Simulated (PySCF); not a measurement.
Species: C6H6.
Atom-mapped SMILES: `[CH:1]#[C:2][C@H:3]1[CH:4]=[CH:5][CH2:6]1` (hydrogens: H7 on C1; H8 on C3; H9 on C4; H10 on C5; H11, H12 on C6)

The same species was optimised twice, with GFN2-xTB and with PBE0-D3(BJ)/def2-SVP (PySCF), and the same property calculations (PySCF, gas phase) were run on both structures.

```json
{"coordinate": "C1≡C2 (Å)", "GFN2-xTB": "1.197", "PBE0-D3(BJ)/def2-SVP": "1.212", "change": "+0.015"}
{"coordinate": "C2–C3 (Å)", "GFN2-xTB": "1.442", "PBE0-D3(BJ)/def2-SVP": "1.454", "change": "+0.012"}
{"coordinate": "C4=C5 (Å)", "GFN2-xTB": "1.328", "PBE0-D3(BJ)/def2-SVP": "1.339", "change": "+0.011"}
{"coordinate": "C3–C6 (Å)", "GFN2-xTB": "1.561", "PBE0-D3(BJ)/def2-SVP": "1.570", "change": "+0.009"}
{"coordinate": "C3–C4 (Å)", "GFN2-xTB": "1.515", "PBE0-D3(BJ)/def2-SVP": "1.521", "change": "+0.006"}
{"coordinate": "C5–C6 (Å)", "GFN2-xTB": "1.503", "PBE0-D3(BJ)/def2-SVP": "1.507", "change": "+0.004"}
{"coordinate": "C2–C3–C4 (°)", "GFN2-xTB": "116.0", "PBE0-D3(BJ)/def2-SVP": "118.0", "change": "+2.0"}
{"coordinate": "C2–C3–C6 (°)", "GFN2-xTB": "115.8", "PBE0-D3(BJ)/def2-SVP": "117.5", "change": "+1.7"}
{"coordinate": "C1–C2–C3 (°)", "GFN2-xTB": "178.5", "PBE0-D3(BJ)/def2-SVP": "179.6", "change": "+1.1"}
{"coordinate": "C3–C6–C5 (°)", "GFN2-xTB": "85.7", "PBE0-D3(BJ)/def2-SVP": "85.9", "change": "+0.2"}
{"coordinate": "C4–C5–C6 (°)", "GFN2-xTB": "94.8", "PBE0-D3(BJ)/def2-SVP": "94.7", "change": "-0.1"}
{"coordinate": "C4–C3–C6 (°)", "GFN2-xTB": "85.4", "PBE0-D3(BJ)/def2-SVP": "85.4", "change": "0.0"}
{"coordinate": "C3–C4–C5 (°)", "GFN2-xTB": "94.1", "PBE0-D3(BJ)/def2-SVP": "94.1", "change": "0.0"}
```

Rotational constants: A = 9834, B = 2660, C = 2388 MHz (GFN2-xTB) against A = 10013, B = 2564, C = 2292 MHz (PBE0-D3(BJ)/def2-SVP).

On the GFN2-xTB structure: isotropic polarisability (au) 64.8 [CAM-B3LYP/def2-SVPD]; HOMO (eV) -8.73 [CAM-B3LYP/def2-SVPD]; LUMO (eV) 1.27 [CAM-B3LYP/def2-SVPD]; dipole (D) 0.80 [CAM-B3LYP/def2-SVPD]; HOMO (eV) -7.41 [PBE0/pcSseg-1]; LUMO (eV) 0.21 [PBE0/pcSseg-1]; dipole (D) 0.75 [PBE0/pcSseg-1]; GIAO shielding of C1 (ppm) 109.5 [PBE0/pcSseg-1]; GIAO shielding of C2 (ppm) 98.0 [PBE0/pcSseg-1]; GIAO shielding of C3 (ppm) 153.1 [PBE0/pcSseg-1]; GIAO shielding of C4 (ppm) 40.4 [PBE0/pcSseg-1]; GIAO shielding of C5 (ppm) 39.5 [PBE0/pcSseg-1]; GIAO shielding of C6 (ppm) 145.8 [PBE0/pcSseg-1].

Question: What do these properties become on the PBE0-D3(BJ)/def2-SVP structure?

Answer: 
```csv
property,level,on GFN2-xTB,on PBE0-D3(BJ)/def2-SVP,change
isotropic polarisability (au),CAM-B3LYP/def2-SVPD,64.8,66.5,+1.7
HOMO (eV),CAM-B3LYP/def2-SVPD,-8.73,-8.71,+0.02
LUMO (eV),CAM-B3LYP/def2-SVPD,1.27,1.19,-0.08
dipole (D),CAM-B3LYP/def2-SVPD,0.80,0.78,-0.02
"energy, GFN2-xTB geometry as zero (kcal/mol)",CAM-B3LYP/def2-SVPD,0.0,-1.0,-1.0
HOMO (eV),PBE0/pcSseg-1,-7.41,-7.39,+0.02
LUMO (eV),PBE0/pcSseg-1,0.21,0.13,-0.08
dipole (D),PBE0/pcSseg-1,0.75,0.73,-0.02
"energy, GFN2-xTB geometry as zero (kcal/mol)",PBE0/pcSseg-1,0.0,-0.5,-0.5
GIAO shielding of C1 (ppm),PBE0/pcSseg-1,109.5,107.2,-2.3
GIAO shielding of C2 (ppm),PBE0/pcSseg-1,98.0,97.7,-0.3
GIAO shielding of C3 (ppm),PBE0/pcSseg-1,153.1,150.0,-3.1
GIAO shielding of C4 (ppm),PBE0/pcSseg-1,40.4,37.4,-3.0
GIAO shielding of C5 (ppm),PBE0/pcSseg-1,39.5,37.3,-2.2
GIAO shielding of C6 (ppm),PBE0/pcSseg-1,145.8,143.2,-2.6
```

The heavy atoms differ by 0.042 Å rms after alignment. Among bonds between heavy atoms C1≡C2 changes most (+0.015 Å). Changes are differences of the printed values. Neither structure is proved a minimum here.
